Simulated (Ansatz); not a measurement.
The input, for Ansatz 0.2.0:

```yaml
crystal:
  periodic: [false, false, false]
  atoms:
    - {symbol: Ge, position_ang: [0.000000, 0.000000, 0.000000]}
    - {symbol: H, position_ang: [0.000000, 0.000000, 1.633171]}
basis:
  gaussian: {orbitals: aug-cc-pVTZ}
magnetization: {spin_polarized: false, initial_magnetization: 1}
correlation: {active_space: {ras: {orbitals: [2, 1, 65], electrons: 5, max_holes: 2, max_particles: 2}, fixed_orbitals: true}}
output: {forces: true}
```

```sh
$ ansatz run in.yaml --threads 1 --pin off --events-out ev --progress --plain --max-ram 2393MiB
```

Log:

```
502 factors; integrals over basis functions are off by at most 1.6e-3 eV
mean field evaluation 1: about -56488.5563 eV, gradient 6.3e0 eV
mean field evaluation 2: about -56488.5567 eV, gradient 6.3e0 eV
mean field evaluation 4: about -56488.9166 eV, gradient 1.0e0 eV
mean field evaluation 8: about -56488.9211 eV, gradient 3.7e-4 eV
mean field evaluation 16: about -56488.9211 eV, gradient 1.5e-4 eV
mean field -56488.92105209 eV, -2075.9295590986 hartree, gradient 1.9e-6 eV, S^2 0.750000; 2 other end points of the search recorded, 0 dependent functions left out
reference -56488.92105209 eV, -2075.9295590986 hartree; 17, 16 occupied and 65, 66 virtual orbitals, 502 factors
state -56491.61512417 eV, -2076.0285644212 hartree
the calculation of the forces begins
Total energy: -56491.61512417 eV, -2076.0285644212 hartree
Atom 0 at     0.000000     0.000000     0.000000 Å, force     0.000000    -0.000000     0.399540 eV/Å
Atom 1 at     0.000000     0.000000     1.633171 Å, force    -0.000000     0.000000    -0.399540 eV/Å
Dipole moment:    -0.000000     0.000000    -0.036409 e Å
```

Natural occupations: 1.9555 1.9250 0.9871 0.0374 0.0325 0.0108 0.0093 0.0080 0.0067 0.0061 0.0044 0.0042 0.0030 0.0023 0.0015 0.0009 0.0008 0.0007 0.0005 0.0004 0.0003 0.0003 0.0003 0.0002.

Forces (eV/Å):
```
Ge   0.000  0.000  0.400
H    0.000  0.000 -0.400
```

Ran on 1 thread of Arm Neoverse V2, shared host: 5.5 s wall, 0.79 GiB peak host memory.
